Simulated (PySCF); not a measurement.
hydroxide (HO), SMILES [OH-], charge -1. The structure is a stationary point at PBE0-D3(BJ)/def2-TZVPD.

Computed equilibrium geometry at PBE0-D3(BJ)/def2-TZVPD (PySCF confirms it by a frequency run) as a Z-matrix, and its point group:
point group C∞v.
```
O
H 1 0.9635
```
Charge -1, spin multiplicity 1.
